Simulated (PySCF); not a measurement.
**C5H9F: core ionisation energies**

Species: C5H9F.
Structure used (PBE0-D3(BJ)/def2-SVP), in Å, numbered top down from 1:
```
atom  x, y, z in Å
C1     1.7764   -0.8950   -0.2318
C2     0.8561   -0.0115    0.5955
C3    -0.2880    0.5463   -0.2020
F4     0.1556    1.3184   -1.2438
C5    -1.5291   -0.2333   -0.4730
C6    -1.5649    0.9874    0.4213
H7     1.2375   -1.7696   -0.6286
H8     2.1782   -0.3350   -1.0887
H9     2.6250   -1.2602    0.3652
H10    1.4206    0.8354    1.0220
H11    0.4412   -0.5704    1.4495
H12   -1.9613   -0.1329   -1.4714
H13   -1.6320   -1.2240   -0.0215
H14   -1.6978    0.8521    1.4982
H15   -2.0174    1.8925    0.0091
```

Computed, not measured: delta-SCF UKS SCAN, pcX-2 on the ionised atom, pcseg-1 elsewhere, spin-free X2C (PySCF). Binding energies are ΔSCF values: E(core-ionised, relaxed orbitals) − E(ground state) at a fixed geometry, referred to the vacuum level.

What binding energy does each computed site have?

```csv
atom(s),environment,level,binding energy (eV),above the level's lowest (eV),count
F4,alkyl fluorine,F 1s,692.16,0.00,1
C3,sp3 C–F carbon,C 1s,292.75,+2.13,1
C2,chain CH2 carbon,C 1s,290.90,+0.28,1
C5/C6,three-membered-ring carbon,C 1s,290.74,+0.12,2
C1,methyl carbon,C 1s,290.62,0.00,1
```

Lowest listed C 1s: C1, bonded to C and 3 H. Highest, 2.13 eV above it: C3, bonded to F and 3 C. The widest gap between neighbouring values is 1.85 eV, between 290.90 and 292.75 eV. Summing the Pauling electronegativity differences to the bonded atoms, each weighted by its formal bond order, gives -1.05 for the lowest site and +1.43 for the highest; no listed site has a larger sum than the highest.

Which effective nuclear charge Zeff reproduces each element's mean 1s value in the hydrogen-like formula E = 13.606 eV × Zeff²?

C (Z = 6): mean 291.1 eV, Zeff = 4.63, Z − Zeff = 1.37; F (Z = 9): mean 692.2 eV, Zeff = 7.13, Z − Zeff = 1.87. Means run over the listed sites, weighted by atom count.

Topologically equivalent atoms share the value of their first member; where this conformer doesn't relate them by symmetry, their own values could differ. Geometry: PBE0-D3(BJ)/def2-SVP, one conformer, isolated molecule.

On Arm Neoverse V2, one thread, shared host with 96 logical CPUs at a one-minute load of 41, this took 41 s of wall time and 0.58 GiB of memory at its peak.
